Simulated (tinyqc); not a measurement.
Harmonic frequencies on the UHF/sto-3g surface (energies and gradients from PySCF), for H2O+, spin multiplicity 2, step by step. One step of it, computed by the program tinyqc.

Problem. One row of the Hessian: 2Hy. Displace 2Hy by +/-0.005 bohr; H(k, :) = (g(+) - g(-)) / (2 delta).

optimised positions (bohr):
```
            x          y          z
1O  -0.007577  -0.016409  -0.023569
2H  -0.046723   1.581274   1.097058
3H   0.035403  -1.612108   1.099696
```

gradient at +delta (hartree/bohr):
```
              x            y            z
1O   0.00004482  -0.00181368  -0.00097480
2H  -0.00004710   0.00191262   0.00112172
3H   0.00000228  -0.00009894  -0.00014692
```

gradient at -delta (hartree/bohr):
```
              x            y            z
1O  -0.00004495   0.00180970   0.00099288
2H   0.00004761  -0.00192199  -0.00113288
3H  -0.00000266   0.00011229   0.00014000
```

Give: row of the Hessian.

Solution.

row of the Hessian (hartree/bohr^2): 1Ox 0.008977, 1Oy -0.362338, 1Oz -0.196767, 2Hx -0.009471, 2Hy 0.383461, 2Hz 0.225460, 3Hx 0.000494, 3Hy -0.021123, 3Hz -0.028692
